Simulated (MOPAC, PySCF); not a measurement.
H6Si2, SMILES `[SiH3][SiH3]`, neutral singlet in the gas phase. 

Cartesian coordinates (Å):
```xyz
8

Si    -1.1685    -0.0382     0.0108
Si     1.1685     0.0382    -0.0108
H     -1.6583    -1.0873    -0.9232
H     -1.7308     1.2734    -0.4091
H     -1.6611    -0.3514     1.3791
H      1.6583     1.0874     0.9232
H      1.6611     0.3513    -1.3791
H      1.7308    -1.2733     0.4092
```
Charge 0, multiplicity 1.

All levels are single points at this geometry (PBE0-D3(BJ)/def2-TZVP); Pople sets use spherical d functions. Orbital energies aren't observables, and empty levels follow the basis.

```csv
level,HOMO (eV),LUMO (eV),gap (eV),dipole (D),"vertical IE, Delta-SCF (eV)"
PBE-D3(BJ)/def2-TZVP in PySCF,-7.27,-0.56,6.71,0.00,10.35
PBE0-D3(BJ)/def2-TZVP in PySCF,-8.39,0.30,8.69,0.00,10.50
ωB97X-D3(BJ)/def2-TZVP in PySCF,-10.75,2.33,13.08,0.00,10.69
B3LYP/6-311+G** in PySCF,-8.22,-0.09,8.13,0.00,–
B3LYP/6-31G* in PySCF,-8.10,0.59,8.69,0.00,10.53
B3LYP/LANL2DZ in PySCF,-8.41,0.73,9.14,0.00,–
BP86/6-31G* in PySCF,-7.30,-0.15,7.15,0.00,–
PBE/6-31G* in PySCF,-7.20,-0.11,7.09,0.00,10.36
SVWN5/6-31G* in PySCF,-7.23,-0.22,7.02,0.00,10.46
HF/STO-3G in PySCF,-8.73,11.05,19.78,0.00,–
PM3 in MOPAC,-10.02,-1.30,8.72,0.00,–
PM6 in MOPAC,-9.09,-0.32,8.77,0.00,–
PM7 in MOPAC,-10.68,0.31,10.99,0.00,–
```
